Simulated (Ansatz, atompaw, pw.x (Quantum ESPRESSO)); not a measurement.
# What a changed setting does to a pw.x run (bcc Pt)

Potential: PAW, atompaw 4.2.0.5, PBEsol; core [Xe] 4f14, reference 5d9 6s1 6p0; waves: 6s (bound): rc 3.00 bohr; 6s channel at 0.3 Ry: rc 3.00 bohr; 6p (bound, empty): rc 3.00 bohr; 6p channel at 3.9 Ry: rc 3.00 bohr; 5d (bound): rc 3.00 bohr; 5d channel at 1.45 Ry: rc 3.00 bohr; local part: troulliermartins scheme with l = 3 at 1 Ry, radius 2.75 bohr; core correction: smooth core density matched at 2.05 bohr; augmentation: sinc compensation charge, radius 2.25 bohr; PAW radius 3.00 bohr; waves and projectors: custom rrkj gramschmidtortho.

The reference run (k-mesh 15³, cutoffs 40/400 Ry, Fermi–Dirac 0.01 Ry, mixing_beta 0.4, conv_thr 1e-9, no spin) gives -3.15 GPa at 15.303 Å³/atom, where all-electron LAPW gives -1.52 GPa. This run, with its own iteration cap, changes k-mesh shift to 1.

```
&control
  calculation='scf', prefix='x', pseudo_dir='./', outdir='./tmp', tstress=.true., disk_io='none'
/
&system
  ibrav=0, nat=1, ntyp=1, ecutwfc=40, ecutrho=400, nbnd=12,
  occupations='smearing', smearing='fd', degauss=0.01
/
&electrons
  conv_thr=1e-09, mixing_beta=0.4, electron_maxstep=60
/
ATOMIC_SPECIES
Pt 1.0 Pt.UPF
CELL_PARAMETERS angstrom
  -1.56400761 1.56400761 1.56400761
  1.56400761 -1.56400761 1.56400761
  1.56400761 1.56400761 -1.56400761
ATOMIC_POSITIONS crystal
Pt 0.0000 0.0000 0.0000
K_POINTS automatic
15 15 15 1 1 1
```

```bash
pw.x < Pt.scf.in > Pt.scf.out
```

How does the run end?

It converges in 8 iterations; the free energy moves by +8.2 meV/atom and the pressure by +0.38 GPa.

```
Message from routine setup:
     using ibrav=0 with symmetry is DISCOURAGED, use correct ibrav instead
     lattice parameter (alat)  =       5.1192  a.u.
     unit-cell volume          =     103.2698 (a.u.)^3
     number of electrons       =        10.00
     number of Kohn-Sham states=           12
     kinetic-energy cutoff     =      40.0000  Ry
     charge density cutoff     =     400.0000  Ry
     scf convergence threshold =      1.0E-09
     Exchange-correlation= SLA PW PSX PSC
     number of k points=   120  Fermi-Dirac smearing, width (Ry)=  0.0100
     iteration #  1     ecut=    40.00 Ry     beta= 0.40
     total energy              =    -737.04772761 Ry
     estimated scf accuracy    <       0.16621641 Ry
     iteration #  2     ecut=    40.00 Ry     beta= 0.40
     total energy              =    -737.06069396 Ry
     estimated scf accuracy    <       0.00699409 Ry
     iteration #  3     ecut=    40.00 Ry     beta= 0.40
     total energy              =    -737.06176637 Ry
     estimated scf accuracy    <       0.00030058 Ry
     iteration #  4     ecut=    40.00 Ry     beta= 0.40
     total energy              =    -737.06180796 Ry
     estimated scf accuracy    <       0.00000451 Ry
     iteration #  5     ecut=    40.00 Ry     beta= 0.40
     total energy              =    -737.06181377 Ry
     estimated scf accuracy    <       0.00000069 Ry
     iteration #  6     ecut=    40.00 Ry     beta= 0.40
     total energy              =    -737.06181390 Ry
     estimated scf accuracy    <       0.00000014 Ry
     iteration #  7     ecut=    40.00 Ry     beta= 0.40
     total energy              =    -737.06181392 Ry
     estimated scf accuracy    <          1.7E-09 Ry
     iteration #  8     ecut=    40.00 Ry     beta= 0.40
     the Fermi energy is    16.3189 ev
!    total energy              =    -737.06181392 Ry
     estimated scf accuracy    <          2.7E-10 Ry
     smearing contrib. (-TS)   =      -0.00521415 Ry
     convergence has been achieved in   8 iterations
          total   stress  (Ry/bohr**3)                   (kbar)     P=      -27.68
     Message from routine punch:
     Nothing written, as per user request (disk_io='none')
```

The run took about 9.8 s on one core of a shared host (AMD EPYC 9R45 96-Core Processor, 96 threads, 376 GiB, load 76).
